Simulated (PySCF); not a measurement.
## Which determinant of LiB⁺ lies lowest?

Unrestricted PBE0; basis Li pcseg-1, B pcseg-1; no relativity; PySCF 2.14. Outer shells of the fragments: Li+ closed shells only; B 2s2 2p1.

Followed along the bond (rough minima from three points):

```
2Ms+1   unpaired  ⟨S²⟩ at the start  R at minimum (Å)  Te (eV)
    2        σ ↑               0.75              2.46     0.00
    2        π ↑               0.76              2.55     0.72
    4  σ ↑↑, π ↑               3.75  none in the scan   ≤ 3.71
```

Solutions found at the starting distance of 2.200 Å, counted from the lowest of them; the search is not exhaustive and high or unbound solutions are not listed, so other states can lie among these:

```
2Ms+1   unpaired  term  E (eV)  ⟨S²⟩  ⟨Lz²⟩  μ (D)
    2        σ ↑   ²Σ⁺    0.00  0.75   0.00  -4.38
    2        π ↑    ²Π    0.71  0.76   1.00  -4.25
    4  σ ↑↑, π ↑    ⁴Π    3.80  3.75   1.00  -5.29
    4  σ ↑, π ↑↑   ⁴Σ⁻    4.44  3.75   0.00  -4.75
    4      σ ↑↑↑   ⁴Σ⁺    9.71  3.75   0.00   4.83
```

A term symbol is given only where ⟨S²⟩ and ⟨Lz²⟩ are close to those of a pure state; real π, δ and φ orbitals otherwise mix terms. A positive dipole points towards B; it is taken about the centre of mass and depends on that origin.

Counting both spins, an empty level lies below a filled one in some of these solutions, because spin and occupation are held.
